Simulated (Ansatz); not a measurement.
The inner images of a band of CH3 + H2 (6 atoms, charge 0, multiplicity 2) are given out of order.

Computed with UKS r2SCANh-D4/def2-SVPD (Ansatz).

Image 0:

```xyz
6
Properties=species:S:1:pos:R:3
H -1.355 -1.233 0.196
H -1.913 -1.739 0.277
C 0.815 0.742 -0.118
H 1.553 -0.055 -0.076
H 0.401 1.048 -1.075
H 0.499 1.238 0.795
```

Image 6:

```xyz
6
Properties=species:S:1:pos:R:3
H -0.393 -0.357 0.056
H -2.064 -1.878 0.300
C 0.414 0.376 -0.060
H 1.379 -0.141 -0.058
H 0.286 0.910 -1.008
H 0.379 1.090 0.770
```

Put them in order from the first end to the last, with their energies above the first end.
A.
```xyz
6
Properties=species:S:1:pos:R:3
H -0.688 -0.628 0.101
H -1.338 -1.217 0.194
C 0.383 0.349 -0.056
H 1.269 -0.286 -0.038
H 0.138 0.798 -1.018
H 0.236 0.985 0.818
```
B.
```xyz
6
Properties=species:S:1:pos:R:3
H -0.501 -0.457 0.074
H -1.541 -1.400 0.222
C 0.323 0.293 -0.047
H 1.277 -0.244 -0.042
H 0.174 0.813 -0.999
H 0.269 0.995 0.792
```
C.
```xyz
6
Properties=species:S:1:pos:R:3
H -0.924 -0.842 0.135
H -1.489 -1.353 0.215
C 0.605 0.551 -0.088
H 1.338 -0.251 -0.045
H 0.185 0.853 -1.043
H 0.285 1.043 0.826
```
D.
```xyz
6
Properties=species:S:1:pos:R:3
H -0.443 -0.406 0.066
H -1.804 -1.638 0.260
C 0.365 0.331 -0.053
H 1.328 -0.190 -0.051
H 0.229 0.860 -1.002
H 0.324 1.042 0.779
```
E.
```xyz
6
Properties=species:S:1:pos:R:3
H -1.141 -1.038 0.165
H -1.700 -1.545 0.246
C 0.716 0.651 -0.104
H 1.444 -0.155 -0.060
H 0.291 0.948 -1.059
H 0.390 1.139 0.811
```

E (+0.3 kcal/mol), C (+1.9 kcal/mol), A (+7.0 kcal/mol), B (-0.8 kcal/mol), D (-2.2 kcal/mol).

The run took 46 s on 2 threads of Arm Neoverse V2 (shared host), peak memory 0.13 GiB.
